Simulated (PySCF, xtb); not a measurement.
C3H7, SMILES C[CH]C (connectivity only; charge and spin as stated), charge +1, multiplicity 1.

GFN2-xTB (xtb 6.7.1) at its own geometry gives an orbital gap of 3.19 eV.

Coordinates come from a PBE-D3(BJ)/def2-TZVP optimisation. The multiplicity is an assumed one; other spin states were not compared. The isomer is the one that the SMILES or the coordinates give; other isomers of the formula were not compared.

**Question.** What does PBE0/def2-TZVPD in PySCF give? (The exact figures need the calculation; the answer reports its results.)

**Answer.** gap 7.47 eV (levels -16.70 and -9.23 eV).
